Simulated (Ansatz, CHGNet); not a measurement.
For rock-salt PbTe, the machine-learned potential CHGNet 0.3.0 (trained on PBE and PBE+U data) gives:

```
Property                                Result
------------------------------  --------------
equilibrium lattice constant a         6.575 Å
formation enthalpy              -0.602 eV/atom
```

Question: What does r²SCAN-D4 (Ansatz, a first-principles code, plane waves, PAW) give for the same quantities?

Answer: 
- lattice constant a: 6.507 Å (drops by 1.0 %)
- formation enthalpy: -0.500 eV/atom (moves by +0.102 eV/atom)

For comparison: lattice constant a 6.438 Å (measured, 120 K, not corrected to a static lattice; as tabulated in Noda, Masumoto, Ohba, Saito, Toriumi, Iwata, Shibuya, Acta Cryst. C 43, 1443 …); formation enthalpy -0.366 eV/atom (measured, 298 K, copied from a table, unchecked, not corrected to a static lattice; as tabulated in the CRC Handbook).

Changes are worked out from the printed values.

Unless a cell is named, each level is at its own relaxed cell (CHGNet 0.3.0 35.52, r²SCAN-D4 34.44 Å³/atom).

Levels without +SOC leave out spin–orbit coupling, which shifts energies and cells of such heavy elements.

Caveats: the energies of CHGNet 0.3.0 can hold anion corrections fitted to measured formation enthalpies (CHGNet 0.3.0). Ansatz's density-functional and Hartree–Fock values are scalar-relativistic unless marked +SOC, with PAW data made under PBE.
